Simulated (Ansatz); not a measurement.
Worked example: the step energy

An elementary step of AlH6OF, singlet (AlH₃ + H₂O + HF → AlH₃O ([OH][AlH2]) + HF + H₂; Al–H, H–O, H–F broken or loosened, Al–O, H–H, H–F formed or tightened). “Start” and “end” are the PBE0-D4/def2-TZVP structures reached by relaxing down either side of its saddle point, with the molecules still in contact.

Program: Ansatz 0.2.0. Basis: def2-TZVPP and def2-QZVPP. Cores are frozen in the correlated methods.

Energies in eV:

| quantity | end | start |
| --- | --- | --- |
| Hartree–Fock, triple zeta (X = 3) | -11423.90306 | -11423.54770 |
| Hartree–Fock, quadruple zeta (X = 4) | -11424.35028 | -11423.97975 |
| MP2 correlation, X = 3 | -17.48607 | -17.46612 |
| MP2 correlation, X = 4 | -18.97025 | -18.93849 |
| CCSD(T) correlation, X = 3 | -18.68881 | -18.73029 |

**Question.** Work out the step energy at the basis limit: extrapolate Hartree–Fock as E(X) = E∞ + A exp(−7.88 √X) and the MP2 correlation as E(X) = E∞ + B X^−2.97 (the exponents that Neese and Valeev fitted for def2-TZVPP and QZVPP), then add CCSD(T) − MP2 in triple zeta.

**Answer.** Each step is linear, so take the differences first (end − start): Hartree–Fock -0.35536 (X = 3) and -0.37053 (X = 4); MP2 correlation -0.01995 and -0.03176; CCSD(T) correlation 0.04148.
Two points give E∞ = E(4) + w [E(4) − E(3)], with w = 1/(exp(7.88 (2 − √3)) − 1) = 0.1377 for Hartree–Fock and w = 1/((4/3)^2.97 − 1) = 0.7407 for the correlation.
Hartree–Fock: -0.37053 + 0.1377 × (-0.01517) = -0.3726 eV.
MP2 correlation: -0.03176 + 0.7407 × (-0.01181) = -0.0405 eV.
CCSD(T) − MP2: 0.04148 − (-0.01995) = 0.0614 eV.
Sum: -0.3726 + (-0.0405) + 0.0614 = -0.3517 eV, or -8.11 kcal/mol. Plain CCSD(T) in triple zeta gives -0.3139 eV, so the larger basis shifts the result by -0.0378 eV.

The T1 diagnostic stays at or below 0.012.

Labels in which every atom is bracketed show which atoms are joined, not bond orders.

For scale, one of the runs: CCSD(T)/def2-TZVPP, 188 basis functions (an equivalent command: `ansatz run in.yaml --threads 2`). The run took 26 s on 2 CPU threads (shared host), with 2.2 GiB of host memory at its peak.
